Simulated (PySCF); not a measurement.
# Gas-phase XPS of `CCOC(=O)[O-]`, computed

Compound: C₃H₅O₃ (charge -1).
Structure used (PBE0-D3(BJ)/def2-SVP), in Å, numbered top down from 1:
```
atom  x, y, z in Å
C1    -1.252   -0.462    0.212
C2    -0.379    0.619   -0.409
O3     0.816    0.116   -0.908
C4     1.864   -0.124    0.070
O5     1.573    0.188    1.234
O6     2.869   -0.606   -0.440
H7    -2.223   -0.061    0.553
H8    -1.441   -1.271   -0.513
H9    -0.714   -0.876    1.076
H10   -0.914    1.093   -1.258
H11   -0.186    1.394    0.356
```

Theory: delta-SCF UKS SCAN, pcX-2 on the ionised atom, pcseg-1 elsewhere, spin-free X2C (PySCF). Binding energies are ΔSCF values: E(core-ionised, relaxed orbitals) − E(ground state) at a fixed geometry, referred to the vacuum level.

Q: What binding energy does each computed site have?

A: 
| atom(s) | environment | level | binding energy (eV) | above the level's lowest (eV) | count |
| --- | --- | --- | --- | --- | --- |
| C1 | methyl carbon | C 1s | 286.53 | 0.00 | 1 |
| C2 | sp3 carbon bound to oxygen | C 1s | 287.47 | +0.94 | 1 |
| O3 | oxygen singly bound to a carbonyl carbon | O 1s | 532.87 | +1.70 | 1 |
| C4 | carbonate carbon | C 1s | 289.01 | +2.48 | 1 |
| O5/O6 | oxygen bonded to C | O 1s | 531.17 | 0.00 | 2 |

The listed C 1s values span 2.48 eV, from C1 (bonded to C and 3 H) to C4 (bonded to 3 O). The widest gap between neighbouring values is 1.54 eV, between 287.47 and 289.01 eV. Summing the Pauling electronegativity differences to the bonded atoms, each weighted by its formal bond order, gives -1.05 for the lowest site and +3.56 for the highest; no listed site has a larger sum than the highest.

The listed O 1s values span 1.70 eV, from O5/O6 (bonded to C) to O3 (bonded to 2 C). Summing the Pauling electronegativity differences to the bonded atoms, each weighted by its formal bond order, gives -1.34 for the lowest site and -1.78 for the highest; the largest sum, -1.34, belongs to O5/O6, 1.70 eV below the top. The smallest sum, -1.78, belongs to O3, 1.70 eV above the lowest.

Q: What is the longest wavelength that can ionise C 1s of C1 vertically?

A: λ = hc/E = 12398.42 eV Å / 286.53 eV = 43.271 Å.

One atom of each set of topologically equivalent atoms was ionised and stands for the set; in this conformer not all members are related by symmetry, and their own values weren't computed. The species carries charge -1, so core ionisation leaves a neutral species. The basis sets have no added diffuse functions. One conformer (not necessarily the lowest) at the PBE0-D3(BJ)/def2-SVP geometry, without solvent, vibrations or thermal averaging.
